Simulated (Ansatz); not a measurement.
Two isomers of C2H4O2: A = `O=CCO`, B = `C1OCO1`.

Program: Ansatz. Geometries: PBE0-D4/def2-TZVP. ΔE: electronic, gas phase. CBS: MP2 limit from def2 TZ/QZ plus the TZ coupled-cluster correction, frozen cores. DFT in def2-TZVPP. B3LYP here is the variant with VWN-RPA as its local correlation; programs differ in this. One conformer a species, not always the lowest.

A:

```xyz
8

O     1.107    1.091    0.747
C     0.931    0.179   -0.017
C    -0.431   -0.391   -0.261
O    -1.408    0.253    0.484
H     1.770   -0.282   -0.575
H    -0.632   -0.319   -1.342
H    -0.389   -1.467   -0.030
H    -0.947    0.936    0.993
```

B:

Z-matrix (Å, degrees):
```
C
C 1 1.948
O 1 1.417 2 46.6
O 1 1.417 2 46.6 3 179.9
H 1 1.098 2 124.7 3 89.9
H 1 1.098 2 124.5 3 -90.1
H 2 1.098 1 124.7 3 -89.9
H 2 1.098 1 124.5 3 90.1
```

(1) Which is lower in electronic energy at CCSD(T)/CBS, and by how much? (Best estimate.)

(2) Give E(B) − E(A) in kcal/mol with PBE-D4, PBE0-D4, B3LYP-D4, B2PLYP, ωB97M-V, MP2/def2-TZVPP, BLYP-D4. (Estimate.)

(3) Does the order hold for the free energy at 298.15 K (harmonic terms from PBE0-D4)? (Best estimate.)

Largest T1 diagnostic: 0.014.

Answers

(1) Ansatz gave: A, by 26.4 kcal/mol.

(2) The calculation gave: PBE-D4 26.8, PBE0-D4 24.4, B3LYP-D4 27.9, B2PLYP 27.6, ωB97M-V 25.3, MP2/def2-TZVPP 26.2, BLYP-D4 30.1. None reverses the order clearly.

(3) Ansatz gave: Yes: G(B) − G(A) = +28.9 kcal/mol, for one conformer each.

From PBE to PBE0 (25 % exact exchange), in def2-TZVPP and without D4, E(B) − E(A) moves by −2.4 kcal/mol. Leaving LDA and LC-ωPBE aside and taking each functional with its dispersion term where it has one, the values, not all of them listed here, spread over 6.8 kcal/mol, from ωB97X-V to BLYP-D4. LDA lies −2.2 kcal/mol from PBE without D4.
